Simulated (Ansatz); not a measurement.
Start from `C#CC(C)C` and change one atom or group to get `C#CC(C)(C)C`.

Ansatz, PBE0-D4/def2-TZVP geometries, multiplicity 1. 

| property | `C#CC(C)C` |
| --- | --- |
| HOMO–LUMO gap (PBE/def2-TZVPP) / eV | 6.46 |
| ideal-gas entropy at 298 K and 1 bar (rigid rotor, harmonic PBE0-D4/def2-TZVP) / J/(mol·K) | 317 |
| LUMO energy (PBE/def2-TZVPP) / eV | 0.03 |
| LUMO energy (B3LYP/def2-TZVPP) / eV | 0.62 |
| LUMO energy (PBE0/def2-TZVPP) / eV | 0.93 |
| HOMO–LUMO gap (PBE0/def2-TZVPP) / eV | 8.58 |

Problem. Give the same properties after the change, and the shifts. (Estimate.)

Solution. Ansatz gave: 
| property | `C#CC(C)(C)C` | shift |
| --- | --- | --- |
| HOMO–LUMO gap (PBE/def2-TZVPP) / eV | 6.73 | 0.27 |
| ideal-gas entropy at 298 K and 1 bar (rigid rotor, harmonic PBE0-D4/def2-TZVP) / J/(mol·K) | 333 | 16 |
| LUMO energy (PBE/def2-TZVPP) / eV | 0.30 | 0.27 |
| LUMO energy (B3LYP/def2-TZVPP) / eV | 0.75 | 0.13 |
| LUMO energy (PBE0/def2-TZVPP) / eV | 1.08 | 0.15 |
| HOMO–LUMO gap (PBE0/def2-TZVPP) / eV | 8.72 | 0.14 |

The zero-point energy changes by 72.8 kJ/mol with +9 modes.

B3LYP here is the variant with VWN-RPA as its local correlation; programs differ in this.
